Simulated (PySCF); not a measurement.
# BC (quartet): basis, grid and Hamiltonian

Aim: see how much the energy and properties of BC (quartet) depend on the numerical set-up.

The runs use PySCF 2.14.0; method and basis as typed in the scripts.

7 further runs of the same task are left out: 7 that didn't finish.

### Step 1. Where the work starts

BC (quartet): 2 atoms, charge 0, spin multiplicity 4.

Bond lengths: B1–C2 1.601 Å.

### Step 2. Base script

Input file input.py:

```python
from pyscf import gto, scf

mol = gto.M(
    atom='B 0 0 0; C 0 0 1.601',
    basis='cc-pvdz',
    charge=0,
    spin=3,
    symmetry=True,
    verbose=4,
)
mf = scf.ROHF(mol)
mf = mf.density_fit(auxbasis='def2-universal-jkfit')
mf.kernel()
mf.analyze()
print('orbital energies (hartree):', mf.mo_energy[..., max(0, mol.nelec[1]-3):mol.nelec[0]+3].round(4))
```

Started as:

```bash
OMP_NUM_THREADS=1 python input.py
```

The log of this run is left out.

In short: E(SCF) = -62.308035 Eh, 13 cycles, μ = 1.65 D.

The bond length is a typed value, not an optimised one. The quartet is typed in the script; nothing here shows that it is the ground state.

### Step 3. Spin-free X2C on

Edit 1 changes spin-free X2C: off → on.

Input file input.py:

```python
from pyscf import gto, scf

mol = gto.M(
    atom='B 0 0 0; C 0 0 1.601',
    basis='cc-pvdz',
    charge=0,
    spin=3,
    symmetry=True,
    verbose=4,
)
mf = scf.ROHF(mol)
mf = mf.sfx2c1e()
mf = mf.density_fit(auxbasis='def2-universal-jkfit')
mf.kernel()
mf.analyze()
print('orbital energies (hartree):', mf.mo_energy[..., max(0, mol.nelec[1]-3):mol.nelec[0]+3].round(4))
```

Started as:

```bash
OMP_NUM_THREADS=1 python input.py
```

### Step 4. Crenbl (core potential on)

Edit 2 changes basis set: cc-pvdz → crenbl; core potential: off → on. The core potential changes with it: totals don't compare.

Input file input.py:

```python
from pyscf import gto, scf

mol = gto.M(
    atom='B 0 0 0; C 0 0 1.601',
    basis='crenbl',
    ecp={'B': 'crenbl', 'C': 'crenbl'},
    charge=0,
    spin=3,
    symmetry=True,
    verbose=4,
)
mf = scf.ROHF(mol)
mf = mf.density_fit(auxbasis='def2-universal-jkfit')
mf.kernel()
mf.mulliken_pop()
mf.dip_moment()
print('orbital energies (hartree):', mf.mo_energy[..., max(0, mol.nelec[1]-3):mol.nelec[0]+3].round(4))
```

### Step 5. Jorge-dzp

Edit 3 changes basis set: cc-pvdz → jorge-dzp.

input.py, as its differences from that of step 2:

```diff
@@ -4,3 +4,3 @@
     atom='B 0 0 0; C 0 0 1.601',
-    basis='cc-pvdz',
+    basis='jorge-dzp',
     charge=0,
```

### Step 6. Density fitting none

Edit 4 changes density fitting: def2-universal-jkfit → none.

input.py, as its differences from that of step 2:

```diff
@@ -11,3 +11,2 @@
 mf = scf.ROHF(mol)
-mf = mf.density_fit(auxbasis='def2-universal-jkfit')
 mf.kernel()
```

### Step 7. Cc-pvtz-dk (X2C on)

Edit 5 changes basis set: cc-pvdz → cc-pvtz-dk; spin-free X2C: off → on.

input.py, as its differences from that of step 2:

```diff
@@ -4,3 +4,3 @@
     atom='B 0 0 0; C 0 0 1.601',
-    basis='cc-pvdz',
+    basis='cc-pvtz-dk',
     charge=0,
@@ -11,2 +11,3 @@
 mf = scf.ROHF(mol)
+mf = mf.sfx2c1e()
 mf = mf.density_fit(auxbasis='def2-universal-jkfit')
```

**Question.** What will these runs give? Wanted: for each run, E(SCF); from base; SCF dipole.

The runs gave:

```
                       run  E(SCF) (hartree)  from base (eV)  cycles  SCF dipole (D)  functions
                      base        -62.308035               0      13            1.65         28
          spin-free X2C on        -62.328768         -0.5642      13            1.65         28
crenbl (core potential on)         -7.922069  not comparable      13            1.99         32
                 jorge-dzp        -62.309858         -0.0496      15            1.70         30
      density fitting none        -62.308074         -0.0011      13            1.65         28
       cc-pvtz-dk (X2C on)        -62.338345  not comparable      14            1.59         60
```

In words: The largest comparable shift of the SCF energy, -0.564 eV, comes with the run “spin-free X2C on”. Scalar relativity lowers the total energy by 0.56 eV, nearly all of it in the inner shells; a basis contracted without relativity catches only part of it. jorge-dzp (30 functions) gives an energy 0.05 eV lower than cc-pvdz (28).
